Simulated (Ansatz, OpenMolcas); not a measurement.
# HNO3 (peroxynitrous acid): a line through the functionals

HNO3 has 5 atoms, charge 0, and is taken as a singlet. As SMILES, `O=NOO`. The coordinates come from a PBE0-D4/def2-TZVP relaxation. This is one conformer, not always the lowest.

The HOMO–LUMO gap y, in eV, basis 6-311+G(d,p); a is the functional's share of exact exchange. Programs: Ansatz 0.2.0, OpenMolcas 26.06.

| functional | program | a | y (eV) |
| --- | --- | --- | --- |
| BLYP | Ansatz | 0 | 3.79 |
| TPSS | OpenMolcas | 0 | 3.96 |
| B3LYP | Ansatz | 0.2 | 5.88 |
| PBE0 | Ansatz | 0.25 | ? |
| r2SCAN0 | Ansatz | 0.25 | 6.73 |
| BHLYP | Ansatz | 0.5 | 9.27 |

Fit y = c + s·a to the known rows and predict PBE0.


1. Means of the 5 rows: a = 0.1900, y = 5.926.
2. Σ(Δa)² = 0.172, Σ(Δa·Δy) = 1.8638, so the slope is 1.8638/0.172 = 10.836.
3. Intercept: 5.926 − (10.836) × 0.1900 = 3.867. The largest residual of the fit is 0.15.
4. PBE0: 3.867 + (10.836) × 0.25 = 6.58 eV.

The run gave 6.43 eV, so the prediction is off by +0.15 eV, within the largest residual. Exact exchange lowers occupied levels and raises empty ones. The rows mix families of semi-local functionals, which the line can't see.
